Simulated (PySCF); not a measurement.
An element was calculated at r2SCAN (PySCF 2.14, spin-free X2C, a triple-zeta basis, no spin-orbit coupling), in the ground configurations that NIST lists.

- first ionisation energy: 14.784 eV
- second ionisation energy: 30.150 eV
- third ionisation energy: 48.208 eV

Q: Which element is it?

A: Nitrogen (N, Z = 7), in ANO-R3. NIST lists 14.534, 29.601, 47.445 eV for these ionisation energies.
